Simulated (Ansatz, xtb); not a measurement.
## Two isomers of C3H6FNO

Structure a is `N/C(=C\O)CF`, a singlet and structure b is `N/C(=C/O)CF`, a singlet. Both are isolated molecules in the gas phase, relaxed with B3LYP/def2-SVP; each stands in its lowest conformer found.

Problem. Estimate E(b) − E(a) at the level CCSD(T)/def2-SVP + ΔMP2/def2-TZVPP.

Solution. Calculated at CCSD(T)/def2-SVP + ΔMP2/def2-TZVPP: E(b) − E(a) = +5.6 kcal/mol, so structure a lies lower.

Level by level:

| level | geometry | E(b) − E(a) (kcal/mol) | departure from the last row (kcal/mol) | job, with rough time for the two |
| --- | --- | --- | --- | --- |
| B3LYP/def2-SVP | B3LYP/def2-SVP | +4.6 | −0.9 | optimisation, 87 s |
| HF/def2-SVP | B3LYP/def2-SVP | +4.3 | −1.2 | part of the CCSD(T) run |
| MP2/def2-SVP | B3LYP/def2-SVP | +5.5 | −0.1 | part of the CCSD(T) run |
| CCSD(T)/def2-SVP | B3LYP/def2-SVP | +5.0 | −0.6 | single point |
| CCSD(T)/def2-SVP + ΔMP2/def2-TZVPP | B3LYP/def2-SVP | +5.6 |  | single point, 57 s |

As drawn, both hold the same kinds of bond in the same numbers.

None of the levels shown reverses the order. The largest departure from CCSD(T)/def2-SVP + ΔMP2/def2-TZVPP is that of HF/def2-SVP, 1.2 kcal/mol. No reliable frequencies are at hand for a, so it isn't confirmed as a minimum. Levels run at GFN2-xTB geometries aren't shown. The last row adds to CCSD(T) the change of the MP2 difference between the two basis sets, here +0.6 kcal/mol.

The correlated steps freeze 6 core orbitals. Run with Ansatz 0.2.0, xtb 6.7.1; the last row on 2 threads of Arm Neoverse V2 on a shared host.
